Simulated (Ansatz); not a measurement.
C$_{3}$H$_{4}$N$_{2}$, SMILES `CN=C=C=N`, one more setting.

```yaml
crystal:
  periodic: [false, false, false]
  atoms:
    - {symbol: C, position_ang: [0.342905, -1.657258, -0.724507]}
    - {symbol: N, position_ang: [0.937243, -0.309133, 0.184776]}
    - {symbol: C, position_ang: [0.054774, 0.482378, 0.251492]}
    - {symbol: C, position_ang: [-0.513514, 1.510106, 0.556333]}
    - {symbol: N, position_ang: [-1.312353, 2.353791, 0.829178]}
    - {symbol: H, position_ang: [-0.349600, -1.537761, -1.035192]}
    - {symbol: H, position_ang: [0.793671, -2.406100, -0.107171]}
    - {symbol: H, position_ang: [1.165868, -1.672420, -1.614542]}
    - {symbol: H, position_ang: [-1.059197, 3.205477, 1.316209]}
basis:
  gaussian: {orbitals: aug-cc-pVTZ, point_charges: [{charge: 1.00, position_ang: [5.604, 0.868, -0.491]}]}
total_charge: 1
magnetization: {spin_polarized: false, initial_magnetization: 1}
hamiltonian: {xc: {name: PBE}}
accuracy: high
```

```sh
$ ansatz run in.yaml --threads 2 --pin off --events-out ev --progress --plain --max-ram 4352MiB
```

It prints (some lines left out):

```
Functional definition: PBE
4753 factors; integrals over basis functions are off by at most 2.8e-9 eV
mean field evaluation 1: about -6116.1414 eV, gradient 8.5e1 eV
mean field evaluation 2: about -6116.1367 eV, gradient 8.5e1 eV
mean field evaluation 4: about -6105.3835 eV, gradient 9.7e1 eV
mean field evaluation 8: about -6132.7159 eV, gradient 1.7e0 eV
mean field evaluation 16: about -6132.7221 eV, gradient 2.5e-3 eV
mean field -6132.72212079 eV, -225.3733810307 hartree, gradient 8.4e-8 eV, S^2 0.750000; 1 other end points of the search recorded, 0 dependent functions left out
reference -6132.72212708 eV, -225.3733812617 hartree; 18, 17 occupied and 304, 305 virtual orbitals, 4753 factors
Total energy: -6132.72212708 eV, -225.3733812617 hartree
```

Hardware: 2 threads of an Arm Neoverse V1 on a shared host. Wall time 53 s, peak host memory 3 GiB.
